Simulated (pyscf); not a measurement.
**Four-centre exchange: H₃C–TeH + H₂S → H₃C–Te–SH + hydrogen (H₂)**

Gas phase, singlet surface, charge 0. Bonds broken: Te2–H6, S7–H8. Bonds formed: Te2–S7, H6–H8. Single points on ωB97X-D3(BJ)/def2-SVP structures (PySCF, gas phase).

Transition state (Å):

```xyz
9

C     -1.7244    -1.0920     0.0522
Te    -1.4420     1.0423     0.4485
H     -0.8073    -1.6671     0.2361
H     -2.0904    -1.2653    -0.9678
H     -2.4971    -1.3977     0.7771
H     -0.4515     2.6697    -0.1475
S      0.3089     0.7428    -1.6102
H      0.1133     2.1254    -0.9803
H      1.3580     0.4503    -0.8148
```

One imaginary mode, 1909i cm⁻¹; descent along it reached the two sides named.

```json
[
 {"bond": "Te2–H6", "change": "breaks", "reactant side (Å)": "1.657", "saddle": "1.996", "product side": "3.6"},
 {"bond": "S7–H8", "change": "breaks", "reactant side (Å)": "1.343", "saddle": "1.532", "product side": "3.0"},
 {"bond": "Te2–S7", "change": "forms", "reactant side (Å)": "4.1", "saddle": "2.7", "product side": "2.395"},
 {"bond": "H6–H8", "change": "forms", "reactant side (Å)": "3.0", "saddle": "1.144", "product side": "0.761"}
]
```

Electronic energies relative to the separated reactants (kcal/mol):

```json
[
 {"level": "ωB97X-D3(BJ)/def2-TZVP", "barrier": "60.1", "reaction energy": "-4.1", "reverse barrier": "64.1"},
 {"level": "PBE/def2-TZVP", "barrier": "49.1", "reaction energy": "-1.9", "reverse barrier": "51.0"},
 {"level": "r²SCAN/def2-TZVP", "barrier": "53.9", "reaction energy": "-1.6", "reverse barrier": "55.5"},
 {"level": "B3LYP-D3(BJ)/def2-TZVP", "barrier": "55.8", "reaction energy": "-1.9", "reverse barrier": "57.8"},
 {"level": "PBE0-D3(BJ)/def2-TZVP", "barrier": "54.9", "reaction energy": "-1.2", "reverse barrier": "56.1"},
 {"level": "M06-2X/def2-TZVP", "barrier": "60.7", "reaction energy": "-2.6", "reverse barrier": "63.3"},
 {"level": "ωB97M-D3(BJ)/def2-TZVP", "barrier": "62.9", "reaction energy": "+0.9", "reverse barrier": "62.0"},
 {"level": "HF/def2-TZVP", "barrier": "87.6", "reaction energy": "+5.5", "reverse barrier": "82.1"}
]
```

With ωB97M-D3(BJ)/def2-TZVP energies and thermal terms (ideal gas, 1 atm, RRHO with modes under 100 cm⁻¹ raised to 100, one conformer, R ln 2 for chiral ones without a mode under 150 cm⁻¹), in kcal/mol:

```csv
T (K),ΔH‡,ΔG‡,ΔH,ΔG
298,60.9,71.5,+0.1,+2.2
600,61.4,82.1,+1.2,+3.9
900,62.3,92.3,+2.0,+5.1
1200,63.2,102.1,+2.5,+6.0
```

One saddle was located; it need not be the lowest between these sides. Elements past Kr carry the def2 core potentials, without spin-orbit coupling.
